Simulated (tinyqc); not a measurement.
UKS/LDA (PW92) in the sto-6g basis, for H2O, spin multiplicity 3, step by step (part 3 of 3). Computed by tinyqc, a small Python program that keeps every step (integrals from PySCF). Command: `OMP_NUM_THREADS=1 python tinyqc.py 28525 28526 out.jsonl` (the two numbers bound the seeds that draw the settings). One thread of a shared host (Intel(R) Xeon(R) Processor @ 2.60GHz), about 2 s of CPU time with the checks.

Geometry (angstrom):
```
atom        x         y        z
O     0.00000   0.00000  0.00000
H     0.00000   0.80800  0.68300
H     0.00000  -0.80800  0.68300
```

## Convergence

Stop when the energy changes by less than 1e-10 hartree and every element of the error matrix X^T (F D S - S D F) X (for each spin) is below 3e-06.

Course of the cycle:
```
iteration  E (hartree)     change  largest element of the error matrix
1          -72.3157280          -                             2.23e+00
2          -74.7999606  -2.48e+00                             2.88e-01
3          -74.9195100  -1.20e-01                             2.52e-01
4          -75.1475652  -2.28e-01                             4.51e-02
5          -75.1248822   2.27e-02                             6.26e-02
6          -75.1618633  -3.70e-02                             7.51e-03
7          -75.1621347  -2.71e-04                             3.78e-03
8          -75.1622303  -9.57e-05                             3.49e-04
9          -75.1622310  -6.38e-07                             1.00e-04
10         -75.1622310  -1.94e-08                             1.73e-05
11         -75.1622310  -8.66e-10                             8.42e-06
12         -75.1622310  -1.93e-10                             2.34e-06
13         -75.1622310   2.91e-11                             3.24e-06
14         -75.1622310  -6.35e-11                             1.29e-07
```

PySCF UKS in the same basis, fine grid, after a stability check = -75.1435402 hartree

Converged in 14 iterations. The coarse grid moves the energy by -1.87e-02 hartree.

## Populations, bond orders and dipole

D(alpha) after iteration 14:
```
           1O 1s     1O 2s   1O 2px    1O 2py    1O 2pz     2H 1s     3H 1s
1O 1s    1.06421  -0.30491  0.00000   0.00000  -0.03277   0.07129   0.07129
1O 2s   -0.30491   1.53119  0.00000   0.00000   0.25621  -0.55740  -0.55739
1O 2px   0.00000   0.00000  1.00000   0.00000   0.00000   0.00000   0.00000
1O 2py   0.00000   0.00000  0.00000   0.50798   0.00000   0.26031  -0.26031
1O 2pz  -0.03277   0.25621  0.00000   0.00000   1.13827  -0.30081  -0.30081
2H 1s    0.07129  -0.55740  0.00000   0.26031  -0.30081   0.78782   0.52104
3H 1s    0.07129  -0.55739  0.00000  -0.26031  -0.30081   0.52104   0.78782
```

D(beta) after iteration 14:
```
           1O 1s     1O 2s   1O 2px    1O 2py    1O 2pz     2H 1s     3H 1s
1O 1s    1.05190  -0.22340  0.00000   0.00000   0.04628  -0.01172  -0.01172
1O 2s   -0.22340   0.99167  0.00000   0.00000  -0.26703  -0.00789  -0.00789
1O 2px   0.00000   0.00000  0.00000   0.00000   0.00000   0.00000   0.00000
1O 2py   0.00000   0.00000  0.00000   0.51348   0.00000   0.25908  -0.25908
1O 2pz   0.04628  -0.26703  0.00000   0.00000   0.63082   0.23211   0.23211
2H 1s   -0.01172  -0.00789  0.00000   0.25908   0.23211   0.22548  -0.03597
3H 1s   -0.01172  -0.00789  0.00000  -0.25908   0.23211  -0.03597   0.22548
```

overlap S:
```
          1O 1s    1O 2s   1O 2px    1O 2py   1O 2pz    2H 1s     3H 1s
1O 1s   1.00000  0.23114  0.00000   0.00000  0.00000  0.04397   0.04397
1O 2s   0.23114  1.00000  0.00000   0.00000  0.00000  0.41327   0.41327
1O 2px  0.00000  0.00000  1.00000   0.00000  0.00000  0.00000   0.00000
1O 2py  0.00000  0.00000  0.00000   1.00000  0.00000  0.27189  -0.27189
1O 2pz  0.00000  0.00000  0.00000   0.00000  1.00000  0.22983   0.22983
2H 1s   0.04397  0.41327  0.00000   0.27189  0.22983  1.00000   0.21688
3H 1s   0.04397  0.41327  0.00000  -0.27189  0.22983  0.21688   1.00000
```

Mulliken: Z minus the diagonal of D S on the atom; Loewdin: the same with S^(1/2) D S^(1/2); Mayer order: 2 sum_s sum (D(s) S)_ij (D(s) S)_ji over the two atoms.

Charges (e):
```
atom  Mulliken   Loewdin  Mulliken spin
1O     0.02586   0.08923        1.32492
2H    -0.01293  -0.04462        0.33754
3H    -0.01293  -0.04462        0.33754
```

Mayer bond orders:
```
pair    order
2-1   0.67483
3-1   0.67483
3-2   0.21107
```

dipole moment about the origin, x y z (debye): 0.00000  -0.00001  0.02858

<S^2> of the determinant (pure state: 2) = 2.00002
